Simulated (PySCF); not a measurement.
Telling isomers of C4H8O2 apart by NMR

Non-relativistic Hamiltonian, in vacuum, a single conformation, one averaged value for each set of equivalent atoms. Structure optimised with GFN2-xTB; shielding tensors at PBE0/pcSseg-1 (GIAO); B3LYP/pcJ-1 coupling constants (spin–dipole term left out of most H,H and C,H couplings); PySCF 2.14.

Chemical shifts δ = σref − σ; 1H and 13C against TMS, all at this level. Multiplet labels drop J under 1 Hz and among equivalent protons, and merge close values. Unscaled 3J(H,H) run several per cent high. Where no couplings were computed, multiplicities follow the n + 1 count of equivalent neighbours, and m marks all less simple cases (inequivalent or close neighbours, rings, F or P nearby). Acid and N–H amide carbonyl carbons lie up to 10 ppm further downfield in solution (hydrogen bonding). Shifts are as computed. Against solution values, carbons near 30 ppm lie about +3 ppm off and those near 130 ppm about +5 ppm. Of 1211 compounds with measured shifts, 218 miss one by over three times the rms of a fit or turn the order of signals round; such compounds aren't used in these exercises. OH and NH positions are gas-phase values without hydrogen bonding to other molecules.

(1) Tabulate the signals of `C1COCCO1`, `CCCC(=O)O`, `CC(C)C(=O)O` and their relative energies.

(2) What is the quickest way to tell C1COCCO1 from CC(C)C(=O)O?

(3) What is the quickest way to tell C1COCCO1 from CCCC(=O)O?

(4) What is the quickest way to tell CCCC(=O)O from CC(C)C(=O)O?

## Answers

(1) 
```tsv
SMILES	carbon types	δC	δH	E rel. (kcal/mol)
C1COCCO1	4×CH2	71.2	3.71 (s, 8H)	36.3
CCCC(=O)O	1×C 2×CH2 1×CH3	178.3, 37.5, 21.9, 15.6	6.08 (br s, 1H), 2.28 (t, 2H), 1.64 (m, 2H), 1.02 (t, 3H)	0.0
CC(C)C(=O)O	1×C 1×CH 2×CH3	182.5, 36.4, 21.7	5.97 (br s, 1H), 2.56 (sept, 1H), 1.25 (d, 6H)	0.1
```

Energies are electronic energies at PBE0/pcSseg-1 on these geometries, without zero-point or thermal terms, each for the one conformer computed, which needn't be the lowest.

(2) Count the carbon signals: 1 against 3. The first has an sp3 CH2 bonded to O at 71.2 ppm, the second a carboxylic acid carbon (C) at 182.5 ppm. In the proton spectra the most deshielded non-exchanging signals are 3.71 (s, 8H) and 2.56 (sept, 1H).

(3) Count the carbon signals: 1 against 4. The first has an sp3 CH2 bonded to O at 71.2 ppm, the second a carboxylic acid carbon (C) at 178.3 ppm. In the proton spectra the most deshielded non-exchanging signals are 3.71 (s, 8H) and 2.28 (t, 2H).

(4) Count the carbon signals: 4 against 3. The first has an sp3 CH2 α to a carbonyl at 37.5 ppm, the second an sp3 CH α to a carbonyl at 36.4 ppm. Their most deshielded carbons lie at 178.3 and 182.5 ppm.
